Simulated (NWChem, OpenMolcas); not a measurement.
**How basis sets differ on Si2H6O (disilanol)**

Si2H6O has 9 atoms, charge 0, and is taken as a singlet. As SMILES, `O[SiH2][SiH3]`. Geometry: relaxed at PBE0-D4/def2-TZVP. This is one conformer, not always the lowest.

Each level gives the HOMO–LUMO gap (eV). The values are calculated.

| level | kind | program | value (eV) | CPU time |
| --- | --- | --- | --- | --- |
| HF/ANO-RCC-MB (DKH2) | Hartree–Fock | OpenMolcas | 16.25 | 1.8 s |
| HF/STO-3G | Hartree–Fock | NWChem | 18.75 | 1.6 s |
| HF/3-21G | Hartree–Fock | NWChem | 13.93 | 1.8 s |
| HF/ANO-RCC-VDZ (DKH2) | Hartree–Fock | OpenMolcas | 12.96 | 4.8 s |
| HF/def2-SVPD | Hartree–Fock | OpenMolcas | 12.85 | 20 s |

The values span 12.85 to 18.75 eV. A Hartree–Fock LUMO above zero doesn't converge with the basis: it sinks as sets grow more diffuse. Orbital gaps aren't excitation energies. Times are those of the runs behind each value, whatever else they computed, on shared processors of several kinds: orders of magnitude only.
